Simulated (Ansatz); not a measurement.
Geometry optimisation, RKS B3LYP-D4/def2-mTZVP in Ansatz.

Input:

```yaml
crystal:
  periodic: [false, false, false]
  atoms:
    - { symbol: C, position_ang: [-0.4041, -0.6126, 0.8561] }
    - { symbol: "N", position_ang: [0.2254, 0.635, 0.4007] }
    - { symbol: C, position_ang: [0.4989, 0.7521, -0.8561] }
    - { symbol: Cl, position_ang: [0.274, -0.4013, -2.058] }
    - { symbol: Cl, position_ang: [1.3374, 2.1758, -1.3547] }
    - { symbol: H, position_ang: [0.1559, -1.4465, 0.6752] }
    - { symbol: H, position_ang: [-0.6051, -0.4949, 1.9259] }
    - { symbol: H, position_ang: [-1.3903, -0.6647, 0.3551] }
basis:
  gaussian: { orbitals: def2-mTZVP }
hamiltonian:
  xc: b3lyp
  dispersion: d4
relax:
  f_tol: 0.02
  max_steps: 50
output:
  orbitals: {}
```

Launched with:

```bash
$ ansatz run input.yaml --threads 2 --pin off --max-ram 3072MiB --backend cpu --events-out ev --progress --plain --runs-dir out
```

Where does it end, and by what steps?

The forces met the threshold. The force dipped under the threshold on the way, but the program's further checks kept it going. After 25 steps the energy has fallen by 0.370 eV; Cl4 moved furthest, 0.76 Å.

| step | energy less start (eV) | largest force component (eV/Å) | accepted |
| --- | --- | --- | --- |
| 0 | 0.0000 | 4.459 | yes |
| 1 | -0.1316 | 2.101 | yes |
| 2 | -0.2501 | 1.056 | yes |
| 3 | -0.3429 | 0.345 | yes |
| 4 | -0.3517 | 0.225 | yes |
| 5 | -0.3541 | 0.051 | yes |
| 6 | -0.3543 | 0.018 | yes |
| 7 | -0.3545 | 0.047 | yes |
| 8 | -0.3547 | 0.072 | yes |
| 9 | -0.3549 | 0.080 | yes |
| 10 | -0.3555 | 0.085 | yes |
| 11 | -0.3453 | 0.418 | no |
| 12 | -0.3580 | 0.037 | yes |
| 13 | -0.3594 | 0.026 | yes |
| 14 | -0.3584 | 0.346 | no |
| 15 | -0.3597 | 0.114 | yes |
| 16 | -0.3605 | 0.171 | yes |
| 17 | -0.3655 | 0.184 | yes |
| 18 | -0.3674 | 0.096 | yes |
| 19 | -0.3650 | 0.318 | no |
| 20 | -0.3685 | 0.060 | yes |
| 21 | -0.3689 | 0.078 | yes |
| 22 | -0.3693 | 0.058 | yes |
| 23 | -0.3693 | 0.067 | yes |
| 24 | -0.3696 | 0.029 | yes |
| 25 | -0.3697 | 0.013 | yes |

```xyz
8
Properties=species:S:1:pos:R:3
C -0.541 -0.563 0.831
N -0.033 0.663 0.257
C 0.576 0.749 -0.811
Cl 0.990 -0.601 -1.922
Cl 1.154 2.288 -1.427
H -0.332 -1.450 0.231
H -0.103 -0.684 1.823
H -1.618 -0.459 0.963
```

Whether the end is a true minimum wasn't checked by a vibrational analysis.

Time of the run: 75 s on 2 threads of Arm Neoverse V1, with other jobs on the host, peak memory 0.23 GiB.
